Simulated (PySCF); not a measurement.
acetonitrile cation (C2H3N), SMILES C(#N)C (connectivity only; charge and spin as stated), charge +1, multiplicity 2. Atoms are numbered in the order given.

```xyz
6

C     -1.1567     0.0216     0.0000
C      0.2402     0.0220     0.0000
N      1.4425    -0.0077     0.0000
H     -1.4508    -1.0683     0.0000
H     -1.5738     0.4301     0.9302
H     -1.5738     0.4301    -0.9302
```
Charge +1, spin multiplicity 2.

The structure is a stationary point at B3LYP-D3(BJ)/def2-TZVP. A frequency run showed that this geometry is not a minimum. The multiplicity is an assumed one; other spin states were not compared.

Two levels are set side by side: PBE/pcH-1 (PySCF) and B3LYP/pcH-1 (PySCF). Contact hyperfine couplings, same geometry. Differences are taken from unrounded values.

```json
[
 {"quantity": "A(iso) of 13C, atom C1 (MHz)", "PBE": "-12.2"},
 {"quantity": "A(iso) of 13C, atom C2 (MHz)", "PBE": "-4.9"},
 {"quantity": "A(iso) of 14N, atom N3 (MHz)", "PBE": "8.1"},
 {"quantity": "A(iso) of 1H, atom H4 (MHz)", "PBE": "287.3"},
 {"quantity": "A(iso) of 1H, atom H5 (MHz)", "PBE": "49.6"},
 {"quantity": "A(iso) of 1H, atom H6 (MHz)", "PBE": "49.6"}
]
```

These are the PBE values. What does B3LYP give? (The exact figures need the calculation; the answer reports its results.)


```tsv
quantity	B3LYP	PBE minus B3LYP
A(iso) of 13C, atom C1 (MHz)	-13.8	1.6
A(iso) of 13C, atom C2 (MHz)	-3.5	-1.4
A(iso) of 14N, atom N3 (MHz)	11.9	-3.8
A(iso) of 1H, atom H4 (MHz)	272.6	14.6
A(iso) of 1H, atom H5 (MHz)	44.7	4.9
A(iso) of 1H, atom H6 (MHz)	44.7	4.9
```

Rough cost on one machine, each run with all the roots and properties that it gave: B3LYP against PBE about 2 times.
